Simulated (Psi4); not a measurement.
Interaction energy of C2H4 ··· CH4O (SMILES C=C and CO). Monomers: optimised at B3LYP-D3(BJ) (def2-TZVP), held rigid. Orientation: a higher rigid-body minimum at GFN2-xTB. R is the distance of the centres of mass, along which the second monomer moves.

Geometry at R = 3.41 Å (first 6 atoms: monomer A):
```
12

C     -0.6559     0.0897    -0.0202
C      0.6559    -0.0897     0.0202
H     -1.3428    -0.7442    -0.0992
H     -1.0974     1.0779     0.0243
H      1.3428     0.7442     0.0992
H      1.0975    -1.0779    -0.0243
C      0.6389     2.5796     2.5471
O     -0.2121     1.5223     2.9671
H      1.6893     2.2714     2.5004
H      0.5466     3.3714     3.2891
H      0.3452     2.9846     1.5723
H     -0.1514     0.8050     2.3288
```

Levels: PBE/def2-TZVP, counterpoise-corrected (Psi4); PBE-D3(BJ)/def2-TZVP, counterpoise-corrected (Psi4); SAPT0/jun-cc-pVDZ, frozen core (Psi4).

Interaction energies in kJ/mol; the last columns give the difference from SAPT0:

```csv
R / Å,PBE/def2-TZVP,PBE-D3(BJ)/def2-TZVP,SAPT0/jun-cc-pVDZ,PBE/def2-TZVP − SAPT0/jun-cc-pVDZ,PBE-D3(BJ)/def2-TZVP − SAPT0/jun-cc-pVDZ
2.81,16.69,8.38,17.52,-0.84,-9.15
3.02,1.05,-6.33,1.28,-0.23,-7.61
3.19,-4.73,-11.33,-4.83,0.10,-6.50
3.41,-7.49,-13.08,-7.90,0.42,-5.18
3.65,-7.60,-12.16,-8.19,0.59,-3.97
3.84,-6.84,-10.66,-7.45,0.61,-3.21
4.10,-5.49,-8.43,-6.03,0.53,-2.40
4.40,-4.04,-6.16,-4.47,0.43,-1.68
4.91,-2.25,-3.44,-2.59,0.33,-0.86
5.63,-0.96,-1.50,-1.23,0.26,-0.27
6.59,-0.36,-0.56,-0.51,0.16,-0.05
7.87,-0.13,-0.20,-0.19,0.06,-0.01
```

PBE/def2-TZVP is furthest from SAPT0/jun-cc-pVDZ at 2.81 (-0.84 kJ/mol, below); its mean absolute difference over the points is 0.38 kJ/mol.

PBE-D3(BJ)/def2-TZVP is furthest from SAPT0/jun-cc-pVDZ at 2.81 (-9.15 kJ/mol, below); its mean absolute difference over the points is 3.41 kJ/mol.
